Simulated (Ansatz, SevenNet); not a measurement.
For CsCl-type TlBr, the machine-learned potential SevenNet-0 (trained on PBE and PBE+U data) gives:

```
Quantity                           Value
------------------------------  --------
lattice constant a               4.052 Å
bulk modulus                    19.0 GPa
elastic constant C11            33.1 GPa
elastic constant C44             2.6 GPa
Voigt–Reuss–Hill shear modulus   4.8 GPa
```

What does HSE06 in Ansatz (plane waves, PAW) give for the same quantities?


- lattice constant a: 4.035 Å (decreases by 0.4 %)
- bulk modulus: 20.3 GPa (rises by 6.8 %)
- elastic constant C11: 37.3 GPa (grows by 13 %)
- elastic constant C44: 5.7 GPa (increases by 120 %)
- Voigt–Reuss–Hill shear modulus: 8.0 GPa (increases by 67 %)

For comparison: lattice constant a 3.984 Å (measured, temperature not stated, not corrected to a static lattice; as tabulated in Du and Singh (2010), arXiv:1001.5458).

Changes are worked out from the printed values.

Unless a cell is named, each level is at its own relaxed cell (SevenNet-0 33.26, HSE06 32.85 Å³/atom).

Levels without +SOC leave out spin–orbit coupling, which shifts energies and cells of such heavy elements.

Ansatz's density-functional and Hartree–Fock values are scalar-relativistic unless marked +SOC, with PAW data made under PBE.

Ansatz is a quantum-chemistry and plane-wave program.
